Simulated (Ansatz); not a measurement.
# CHNSi: the cost of one run

The runs use Ansatz 0.2.0, Gaussian basis; def2-QZVPP, all electrons in the functionals, frozen cores in the correlation of double hybrids and RPA.

To be run: wB97M-V, B2PLYP, at charge 0, triplet; charge 0, singlet; charge 0, quintet; charge 1, doublet; charge 1, quartet.

2 further runs of the same task are left out: 2 set aside as unsound or not needed. Runs told in other sessions of the task aren't counted.

## (1) The system

The geometry is a PBE0/def2-TZVP stationary point (not a proven minimum).

4 atoms, charge 0, spin multiplicity 3.

Atoms are counted from 1 here; the program's logs count them from 0.

Bond lengths: C1–N2 1.240 Å, C1–Si3 1.952 Å, N2–H4 1.013 Å. Angles: N2–C1–Si3 78.7°, C1–N2–H4 135.7°.

No dispersion term is added; wB97M-V holds VV10 nonlocal correlation.

The geometry shown and the zero of energy belong to the point charge 0, triplet. The yardstick, UCCSD(T), and other wave-function levels (R restricted, U unrestricted, valence and pair active spaces) come from earlier runs.

## (2) wB97M-V, charge 0, triplet

in.yaml

```yaml
crystal:
  periodic: [false, false, false]
  atoms:
    - {symbol: C, position_ang: [0.000000, -0.784833, 0.780179]}
    - {symbol: N, position_ang: [0.000000, 0.409287, 1.114041]}
    - {symbol: Si, position_ang: [0.000000, 0.098619, -0.960690]}
    - {symbol: H, position_ang: [0.000000, 0.916592, 1.991118]}
basis:
  gaussian: {orbitals: "def2-QZVPP.json"}
magnetization: {spin_polarized: true, initial_magnetization: 2}
hamiltonian: {xc: {name: wB97M-V}}
output: {orbitals: {seedname: orbitals}}
```

The run is started by

```console
$ ansatz run in.yaml --threads 1 --pin off --events-out ev --progress --plain --max-ram 2393MiB
```

Q: Estimate wall time and peak memory on 1 thread of Arm Neoverse V1, shared host.

About 31 s, with a peak of 0.56 GiB.
